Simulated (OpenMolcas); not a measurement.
# AlH (SMILES [AlH]): levels of theory compared

We compute a comparison of 6 runs (HF/pcseg-0, PBE/pcseg-0, PBE0/pcseg-0, r2SCAN/pcseg-0, ACPF/pcseg-0, CCSD(T)/pcseg-0) of AlH. 

Program for the calculation: OpenMolcas 26.06.

1 further run of the same task is left out (set aside as unsound or not needed).

### Step 1. The structure to begin with

AlH: 2 atoms, total charge 0, spin state singlet. SMILES: `[AlH]`. The Al1–H2 distance was set to 2.017 Å, away from the relaxed value.

Bond lengths: Al1–H2 2.017 Å.

### Step 2. The energy at HF/pcseg-0 (run 1)

calc.input

```
>>> EXPORT MOLCAS_PRINT=2
&GATEWAY
BasLib=$CurrDir
Coord
2
angstrom
Al       0.000000       0.000000      -0.403330
H        0.000000       0.000000       1.613470
Basis=pcseg-0
Group=NoSym
&SEWARD
&SCF
Thresholds=1e-10 1e-07 1e-07 1e-05
PrOrbitals=1 1
```

The basis set pcseg-0 is read from a file made from the Basis Set Exchange's data (not shown).

Run with:

```sh
$ export MOLCAS_MEM=1860
$ pymolcas calc.input > calc.log
```

Standard output:

```text
--- Start Module: gateway ---
[...]
--- Stop Module: gateway /rc=_RC_ALL_IS_WELL_ ---
--- Start Module: seward ---
[...]
      Basis functions           15
--- Stop Module: seward /rc=_RC_ALL_IS_WELL_ ---
--- Start Module: scf ---
[...]
       Convergence after   8 Iterations
[...]
::    Total SCF energy                               -242.1320813539
[...]
      Total spin, S                                     0.0000000000
[...]
      Total electronic charge=   14.000000
      Total            charge=   -0.000000
[...]
      Dipole Moment (debye):
      Origin of the operator (angstrom)=    0.0000    0.0000   -0.3307
                   X= -2.6049E-15               Y= -1.1028E-15               Z= -1.5164E+00           Total=  1.5164E+00
      Quadrupole Moment (debye*angstrom):
[...]
--- Stop Module: scf /rc=_RC_ALL_IS_WELL_ ---
[...]
```

Run time: 1.6 s. Hardware: 1 thread of Arm Neoverse V1, shared host; peak memory 0.37 GiB.

### Step 3. A single-point energy at PBE/pcseg-0 (run 2)

calc.input

```
&GATEWAY
BasLib = $CurrDir
Coord
2
angstrom
Al       0.000000       0.000000      -0.403330
H        0.000000       0.000000       1.613470
Basis = pcseg-0
Group = NoSym
&SEWARD
GridInput
Grid=UltraFine
End of Grid
&SCF
KSDFT = PBE
Thresholds = 1e-10 1e-07 1e-07 1e-05
PrOrbitals = 1 1
```

The basis set pcseg-0 is read from a file made from the Basis Set Exchange's data (not shown).

Run with:

```sh
$ export MOLCAS_MEM=1860
$ pymolcas calc.input > calc.log
```

Standard output:

```text
--- Start Module: gateway ---
[...]
--- Stop Module: gateway /rc=_RC_ALL_IS_WELL_ ---
--- Start Module: seward ---
[...]
      Basis functions           15
--- Stop Module: seward /rc=_RC_ALL_IS_WELL_ ---
--- Start Module: scf ---
[...]
       Convergence after  10 Iterations
[...]
::    Total KS-DFT energy                            -242.5448118507
[...]
      Total spin, S                                     0.0000000000
[...]
      Total electronic charge=   14.000000
      Total            charge=   -0.000000
[...]
      Dipole Moment (debye):
      Origin of the operator (angstrom)=    0.0000    0.0000   -0.3307
                   X= -1.6147E-15               Y= -1.1044E-15               Z= -1.2501E+00           Total=  1.2501E+00
      Quadrupole Moment (debye*angstrom):
[...]
--- Stop Module: scf /rc=_RC_ALL_IS_WELL_ ---
[...]
```

It took 2.7 s on 1 thread of Arm Neoverse V1, shared host; peak memory 0.37 GiB.

Runs 3 to 5 aren't shown in full; the table further down has their settings and results.

### Step 4. The energy at CCSD(T)/pcseg-0 (run 6)

calc.inp

```
&GATEWAY
  BasLib = $CurrDir
  Coord
  2
  angstrom
  Al       0.000000       0.000000      -0.403330
  H        0.000000       0.000000       1.613470
  Basis = pcseg-0
  Group = NoSym

&SEWARD

&SCF
  Thresholds = 1e-10 1e-07 1e-07 1e-05
  PrOrbitals = 1 1

&RASSCF
  FileOrb = $Project.ScfOrb
  Spin = 1
  Nactel = 0 0 0
  Inactive = 7
  Ras2 = 0
  OutOrbitals = Canonical
  OrbListing = Nothing

&MOTRA
  JobIph
  Frozen = 5

&CCSDT
  CCT
  Triples = 2
  Iterations = 80
  Accuracy = 1e-08
  Extrapolation = 5 4
```

The basis set pcseg-0 is read from a file made from the Basis Set Exchange's data (not shown).

Run with:

```sh
$ export MOLCAS_MEM=1860
$ pymolcas calc.inp > calc.log
```

Standard output:

```text
--- Start Module: gateway ---
[...]
--- Stop Module: gateway /rc=_RC_ALL_IS_WELL_ ---
[...]
      Basis functions           15
[...]
       Convergence after   8 Iterations
[...]
::    Total SCF energy                               -242.1320813539
[...]
      Total spin, S                                     0.0000000000
[...]
      Number of active orbitals                  0
[...]
      Spin quantum number                      0.0
[...]
      Active orbitals                            0
[...]
      Number of CSFs                             1
[...]
      Number of root(s) required                 1
[...]
      Convergence after  4 iterations
[...]
      Natural orbitals and occupation numbers for root  1
      ************************************************************************************************************************
      *                                                    Final results                                                     *
      ************************************************************************************************************************
[...]
::    RASSCF root number  1 Total energy:   -242.13208135
[...]
      Total electronic charge=   14.000000
      Total            charge=   -0.000000
[...]
      Dipole Moment (debye):
      Origin of the operator (angstrom)=    0.0000    0.0000   -0.3307
                   X= -2.6049E-15               Y= -1.1028E-15               Z= -1.5164E+00           Total=  1.5164E+00
      Quadrupole Moment (debye*angstrom):
[...]
--- Start Module: motra ---
[...]
      *** WARNING: Default frozen orbitals is overwritten by user input.
      *** Default values:   2
[...]
--- Stop Module: motra /rc=_RC_ALL_IS_WELL_ ---
--- Start Module: ccsdt ---
[...]
      Convergence after                    12  Iterations
      Total energy (diff) :    -242.18039707       0.00000000
[...]
 METHOD                       : CCSD+T(CCSD)+<T3(1)WT1> = CCSD(T)
[...]
       CCSD     =      -242.1803970663356
[...]
--- Stop Module: ccsdt /rc=_RC_ALL_IS_WELL_ ---
[...]
```

It took 2.1 s on 1 thread of Arm Neoverse V1, shared host; peak memory 0.37 GiB.

### Step 5. The series

| run | level | integration grid | frozen core orbitals | energy (Eh) | dipole moment (D) of the reference | HOMO energy (eV) | LUMO energy (eV) | wall time |
| --- | --- | --- | --- | --- | --- | --- | --- | --- |
| 1 | HF/pcseg-0 | – | – | -242.132081 | 1.52 | -7.88 | 0.80 | 1.6 s |
| 2 | PBE/pcseg-0 | UltraFine | – | -242.544812 | 1.25 | -4.96 | -2.74 | 2.7 s |
| 3 | PBE0/pcseg-0 | UltraFine | – | -242.558356 | 1.31 | -5.88 | -2.01 | 2.8 s |
| 4 | r2SCAN/pcseg-0 | UltraFine | – | -242.640961 | 1.25 | -5.18 | -2.63 | 2.9 s |
| 5 | ACPF/pcseg-0 | – | 5 | -242.180718 | 1.52 | -7.88 | 0.80 | 1.7 s |
| 6 | CCSD(T)/pcseg-0 | – | 5 | -242.180755 | 1.52 | -7.88 | 0.80 | 2.1 s |

### Step 6. What came out

| quantity | value |
| --- | --- |
| run 6: total energy | -242.18076 Eh |
| run 6: dipole moment (mean-field density) | 1.52 D |
| run 6: HOMO energy (Hartree–Fock orbitals) | -7.88 eV |
| run 6: LUMO energy (Hartree–Fock orbitals) | 0.80 eV |
| run 6: HOMO–LUMO gap (Hartree–Fock orbitals) | 8.68 eV |
| run 6: correlation energy (5 core orbitals frozen) | -48.7 mEh |
| run 6: (T) correction | -0.36 mEh |

**Reading.** Below the HF energy at the same shape and in the same basis (pcseg-0): ACPF -48.6 mEh; CCSD(T) -48.7 mEh. Over runs 1, 2, 3, 4 the dipole moment (its size) runs from 1.25 D (r2SCAN/pcseg-0) to 1.52 D (HF/pcseg-0). Over runs 1, 2, 3, 4 the HOMO–LUMO gap runs from 2.22 eV (PBE/pcseg-0) to 8.68 eV (HF/pcseg-0). Exact exchange widens orbital gaps. Totals of different functionals can't be ranked against each other. All runs together took 14 s, the longest 2.9 s.
